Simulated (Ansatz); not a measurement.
Ansatz (a quantum-chemistry and plane-wave program) input for C2H7N, SMILES C(N)C, PBE-D3(BJ)/def2-TZVP. 

Ansatz 0.2 input:
```yaml
crystal:
  periodic: [false, false, false]
  atoms:
    - {symbol: C, position_ang: [1.18193811, 0.45460342, 0.01679613]}
    - {symbol: C, position_ang: [0.05012703, -0.55411307, -0.10322903]}
    - {symbol: N, position_ang: [-1.24714802, 0.11863381, -0.00157959]}
    - {symbol: H, position_ang: [2.15282438, -0.03239608, -0.09164732]}
    - {symbol: H, position_ang: [1.08871533, 1.22632909, -0.74856917]}
    - {symbol: H, position_ang: [1.16412528, 0.94543881, 0.99379753]}
    - {symbol: H, position_ang: [0.19110040, -1.34706117, 0.64661332]}
    - {symbol: H, position_ang: [0.09540269, -1.03740658, -1.08263368]}
    - {symbol: H, position_ang: [-2.00742321, -0.54437789, -0.09595249]}
    - {symbol: H, position_ang: [-1.34709956, 0.55609510, 0.90804630]}
basis:
  gaussian:
    orbitals: def2-TZVP
hamiltonian:
  xc: pbe
  dispersion: d3bj
relax: {f_tol: 0.002, max_steps: 200}
```

Output:

```
Functional definition: PBE
integrals: 0.04 GiB planned
823 factors; their error is unknown
mean field: 0.38 GiB planned
mean field evaluation 1: about -3660.4989 eV, gradient 8.0e1 eV
mean field evaluation 2: about -3628.5767 eV, gradient 1.4e2 eV
mean field evaluation 4: about -3674.3490 eV, gradient 1.1e1 eV
mean field evaluation 8: about -3674.5930 eV, gradient 2.2e-1 eV
mean field evaluation 16: about -3674.5595 eV, gradient 1.8e-4 eV
mean field -3674.55951885 eV, -135.0375716117 hartree, gradient 4.2e-5 eV, S^2 0.000000; 0 other end points of the search recorded, 0 dependent functions left out
the calculation of the forces begins
reference -3674.55955523 eV, -135.0375729489 hartree; 13, 13 occupied and 122, 122 virtual orbitals, 823 factors
relax step   1: F+E_penalty+E_count = -3674.70293538 eV  Δ(F+E_penalty+E_count) = +0.000e0 eV  max|allowed force component| = 3.279e-1 eV/Å  Δτ_max = 0.0000 Å  (27 SCF iters, accepted)
these checks for a lower state are left out or cut short: starts, cluster_reference, orbital_swaps, neighbouring_geometries, increment
integrals: 0.04 GiB planned
823 factors; their error is unknown
mean field: 0.38 GiB planned
mean field -3674.56819887 eV, -135.0378905968 hartree, gradient 1.2e-5 eV, S^2 0.000000; 0 other end points of the search recorded, 0 dependent functions left out
the calculation of the forces begins
reference -3674.56823536 eV, -135.0378919375 hartree; 13, 13 occupied and 122, 122 virtual orbitals, 823 factors
relax step   2: F+E_penalty+E_count = -3674.71142475 eV  Δ(F+E_penalty+E_count) = -8.489e-3 eV  max|allowed force component| = 1.356e-1 eV/Å  Δτ_max = 0.0077 Å  (31 SCF iters, accepted)
these checks for a lower state are left out or cut short: starts, cluster_reference, orbital_swaps, neighbouring_geometries, increment
integrals: 0.04 GiB planned
823 factors; their error is unknown
mean field: 0.38 GiB planned
mean field evaluation 32: about -3674.5695 eV, gradient 1.2e-5 eV
mean field -3674.56952050 eV, -135.0379391656 hartree, gradient 1.2e-5 eV, S^2 0.000000; 0 other end points of the search recorded, 0 dependent functions left out
the calculation of the forces begins
reference -3674.56955701 eV, -135.0379405074 hartree; 13, 13 occupied and 122, 122 virtual orbitals, 823 factors
relax step   3: F+E_penalty+E_count = -3674.71265565 eV  Δ(F+E_penalty+E_count) = -1.231e-3 eV  max|allowed force component| = 2.641e-2 eV/Å  Δτ_max = 0.0051 Å  (31 SCF iters, accepted)
these checks for a lower state are left out or cut short: starts, cluster_reference, orbital_swaps, neighbouring_geometries, increment
integrals: 0.04 GiB planned
823 factors; their error is unknown
mean field: 0.38 GiB planned
mean field -3674.56958973 eV, -135.0379417100 hartree, gradient 1.2e-5 eV, S^2 0.000000; 0 other end points of the search recorded, 0 dependent functions left out
the calculation of the forces begins
reference -3674.56962623 eV, -135.0379430514 hartree; 13, 13 occupied and 122, 122 virtual orbitals, 823 factors
relax step   4: F+E_penalty+E_count = -3674.71272820 eV  Δ(F+E_penalty+E_count) = -7.255e-5 eV  max|allowed force component| = 1.579e-2 eV/Å  Δτ_max = 0.0024 Å  (31 SCF iters, accepted)
these checks for a lower state are left out or cut short: starts, cluster_reference, orbital_swaps, neighbouring_geometries, increment
integrals: 0.04 GiB planned
823 factors; their error is unknown
mean field: 0.38 GiB planned
mean field -3674.56959525 eV, -135.0379419126 hartree, gradient 1.2e-5 eV, S^2 0.000000; 0 other end points of the search recorded, 0 dependent functions left out
the calculation of the forces begins
reference -3674.56963174 eV, -135.0379432537 hartree; 13, 13 occupied and 122, 122 virtual orbitals, 823 factors
relax step   5: F+E_penalty+E_count = -3674.71275152 eV  Δ(F+E_penalty+E_count) = -2.332e-5 eV  max|allowed force component| = 4.406e-3 eV/Å  Δτ_max = 0.0066 Å  (31 SCF iters, accepted)
these checks for a lower state are left out or cut short: starts, cluster_reference, orbital_swaps, neighbouring_geometries, increment
integrals: 0.04 GiB planned
823 factors; their error is unknown
mean field: 0.38 GiB planned
mean field -3674.56959264 eV, -135.0379418168 hartree, gradient 1.2e-5 eV, S^2 0.000000; 0 other end points of the search recorded, 0 dependent functions left out
the calculation of the forces begins
reference -3674.56962913 eV, -135.0379431577 hartree; 13, 13 occupied and 122, 122 virtual orbitals, 823 factors
relax step   6: F+E_penalty+E_count = -3674.71275550 eV  Δ(F+E_penalty+E_count) = -3.982e-6 eV  max|allowed force component| = 2.144e-3 eV/Å  Δτ_max = 0.0022 Å  (31 SCF iters, accepted)
these checks for a lower state are left out or cut short: starts, cluster_reference, orbital_swaps, neighbouring_geometries, increment
integrals: 0.04 GiB planned
823 factors; their error is unknown
mean field: 0.38 GiB planned
mean field -3674.56959855 eV, -135.0379420339 hartree, gradient 1.2e-5 eV, S^2 0.000000; 0 other end points of the search recorded, 0 dependent functions left out
the calculation of the forces begins
reference -3674.56963504 eV, -135.0379433749 hartree; 13, 13 occupied and 122, 122 virtual orbitals, 823 factors
relax step   7: F+E_penalty+E_count = -3674.71275627 eV  Δ(F+E_penalty+E_count) = -7.729e-7 eV  max|allowed force component| = 4.037e-4 eV/Å  Δτ_max = 0.0009 Å  (31 SCF iters, accepted)
integrals: 0.04 GiB planned
823 factors; their error is unknown
mean field: 0.38 GiB planned
mean field evaluation 64: about -3674.5696 eV, gradient 2.6e-4 eV
mean field -3674.56959855 eV, -135.0379420339 hartree, gradient 1.2e-5 eV, S^2 0.000000; 1 other end points of the search recorded, 0 dependent functions left out
the calculation of the forces begins
reference -3674.56963504 eV, -135.0379433749 hartree; 13, 13 occupied and 122, 122 virtual orbitals, 823 factors
Total energy: -3674.71279276 eV, -135.0432043241 hartree
Atom 0 at     1.182254     0.454793     0.017501 Å, force    -0.000004     0.000053     0.000080 eV/Å
Atom 1 at     0.047948    -0.554228    -0.104066 Å, force     0.000278    -0.000404    -0.000307 eV/Å
Atom 2 at    -1.250951     0.125967    -0.012544 Å, force     0.000168     0.000146     0.000071 eV/Å
Atom 3 at     2.160646    -0.034124    -0.094368 Å, force    -0.000323     0.000113    -0.000048 eV/Å
Atom 4 at     1.087094     1.235385    -0.750403 Å, force     0.000007    -0.000185    -0.000059 eV/Å
Atom 5 at     1.166948     0.946710     1.003088 Å, force     0.000186     0.000217     0.000221 eV/Å
Atom 6 at     0.189641    -1.354049     0.652507 Å, force    -0.000063     0.000044     0.000039 eV/Å
Atom 7 at     0.097049    -1.043954    -1.090114 Å, force    -0.000120     0.000037     0.000012 eV/Å
Atom 8 at    -2.012241    -0.551803    -0.088788 Å, force     0.000022     0.000032    -0.000041 eV/Å
Atom 9 at    -1.345826     0.561048     0.908829 Å, force    -0.000152    -0.000052     0.000031 eV/Å
Dipole moment:    -0.012042    -0.182750     0.193561 e Å
```

The run converged.

Cost: very roughly 30 core-seconds.
